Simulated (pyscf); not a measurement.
## Concerted two-bond exchange: C₃H₆ (SMILES C1CC1) + HBr (SMILES Br) → H₃C–CH₂–CH₂–Br (SMILES CCCBr)

Gas phase, singlet surface, charge 0. Bonds broken: C1–C2, Br10–H11. Bonds formed: C1–Br10, C2–H11. Single points on ωB97X-D3(BJ)/def2-SVP structures (PySCF, gas phase).

Transition state (Å):

```xyz
11

C      0.1133    -0.3948    -0.3233
C      0.3757     1.2920     0.7077
C      0.2543    -0.2546     1.0872
H     -0.8563    -0.3694    -0.8308
H      0.9635    -0.5519    -0.9947
H      1.3701     1.6458     1.0038
H     -0.4594     1.8302     1.1709
H     -0.6346    -0.4500     1.6956
H      1.1804    -0.6325     1.5325
Br     0.0766     1.3634    -2.6737
H      0.2969     1.5147    -0.4011
```

One imaginary mode, 633i cm⁻¹; descent along it reached the two sides named.

```tsv
bond	change	reactant side (Å)	saddle	product side
C1–C2	breaks	1.513	1.994	2.7
Br10–H11	breaks	1.423	2.288	2.582
C1–Br10	forms	3.8	2.9	1.947
C2–H11	forms	2.435	1.134	1.098
```

Electronic energies relative to the separated reactants (kcal/mol):

| level | barrier | reaction energy | reverse barrier |
|---|---|---|---|
| ωB97X-D3(BJ)/def2-TZVP | 44.8 | -29.6 | 74.5 |
| PBE/def2-TZVP | 39.4 | -26.2 | 65.6 |
| r²SCAN/def2-TZVP | 39.8 | -28.0 | 67.7 |
| B3LYP-D3(BJ)/def2-TZVP | 38.8 | -29.5 | 68.3 |
| PBE0-D3(BJ)/def2-TZVP | 41.9 | -28.8 | 70.7 |
| M06-2X/def2-TZVP | 45.1 | -26.8 | 72.0 |
| ωB97M-D3(BJ)/def2-TZVP | 43.7 | -27.6 | 71.4 |
| HF/def2-TZVP | 44.1 | -25.5 | 69.6 |

With ωB97M-D3(BJ)/def2-TZVP energies and thermal terms (ideal gas, 1 atm, RRHO with modes under 100 cm⁻¹ raised to 100, one conformer, R ln 2 for rigid chiral ones), in kcal/mol:

| T (K) | ΔH‡ | ΔG‡ | ΔH | ΔG |
|---|---|---|---|---|
| 298 | 44.6 | 52.5 | -23.9 | -15.3 |
| 600 | 44.8 | 60.3 | -23.8 | -6.6 |
| 900 | 44.9 | 68.1 | -23.5 | +1.9 |
| 1200 | 45.2 | 75.8 | -22.9 | +10.3 |

cyclopropane lies 6.6 kcal/mol over its isomer H₂C=CH–CH₃, and others may lie lower still (electronic energy, ωB97M-D3(BJ)). This is the saddle that the search found; another between the same sides may lie lower. Elements up to Kr have no core potential and no relativistic terms here.
